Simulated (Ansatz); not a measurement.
# CH₄AlO− (SMILES [CH3][AlH][O-]): functionals against CCSD(T) at one geometry

One table from this session's results is given with a row withheld; the runs are named, their logs left out.

Computed with Ansatz 0.2.0, Gaussian basis. Level: single points in def2-TZVPPD.

Correlated methods freeze the cores.

1 further run of the same task is left out (it didn't finish).

### Starting geometry

SMILES `[CH3][AlH][O-]`, 7 atoms, charge -1, spin multiplicity 1.

Atoms are counted from 1 here; the program's logs count them from 0.

Bond lengths: C1–Al2 1.914 Å, C1–H4 1.107 Å, C1–H5 1.100 Å, C1–H6 1.115 Å, Al2–O3 1.740 Å, Al2–H7 1.658 Å. Angles: Al2–C1–H4 105.4°, Al2–C1–H5 117.6°, Al2–C1–H6 108.0°, H4–C1–H5 109.0°, H4–C1–H6 107.7°, H5–C1–H6 108.7°, C1–Al2–O3 131.2°, C1–Al2–H7 111.1°, O3–Al2–H7 117.6°.

Geometry (Å):

```xyz
7
charge -1, multiplicity 1
C    -0.6571    0.4723   -0.1684
Al    0.7406   -0.7486    0.2982
O     0.9857   -1.7230    1.7188
H    -0.1861    1.4739   -0.1677
H    -1.5494    0.4961    0.4743
H    -0.9758    0.2474   -1.2133
H     1.8921   -0.8209   -0.8921
```

The first run:

run/in.yaml

```yaml
crystal:
  periodic: [false, false, false]
  atoms:
    - {symbol: C, position_ang: [-0.657111, 0.472295, -0.168408]}
    - {symbol: Al, position_ang: [0.740558, -0.748584, 0.298167]}
    - {symbol: O, position_ang: [0.985725, -1.722988, 1.718834]}
    - {symbol: H, position_ang: [-0.186109, 1.473861, -0.167666]}
    - {symbol: H, position_ang: [-1.549394, 0.496123, 0.474291]}
    - {symbol: H, position_ang: [-0.975824, 0.247371, -1.213285]}
    - {symbol: H, position_ang: [1.892144, -0.820898, -0.892147]}
basis:
  gaussian: {orbitals: "def2-TZVPPD.json"}
total_charge: -1
hamiltonian: {xc: pbe, dispersion: d4}
output: {forces: true}
```

The basis file named in the input lies beside it (Basis Set Exchange, JSON).

Run with:

```
> ansatz run in.yaml --threads 2 --pin off --events-out ev --progress --plain --max-ram 3481MiB
```

Among the steps run: PBE-D4/def2-TZVPPD; r2SCAN-D4/def2-TZVPPD; PBE0-D4/def2-TZVPPD; wB97M-V/def2-TZVPPD; CCSD(T)/def2-TZVPPD.

One table of the session follows, with a row left open; its other results are not shown here.

| method | RMS force component (eV/Å) | angle to CCSD(T) forces (°) |
| --- | --- | --- |
| PBE-D4 | ? | ? |
| r2SCAN-D4 | 1.047 | 4.1 |
| PBE0-D4 | 1.101 | 5.1 |
| wB97M-V | 1.107 | 4.9 |
| CCSD(T) | 1.018 | reference |

**Question.** Estimate the row for PBE-D4.

As computed: RMS force component (eV/Å): 0.913; angle to CCSD(T) forces (°): 4.7. In the column «RMS force component (eV/Å)» it is the lowest.
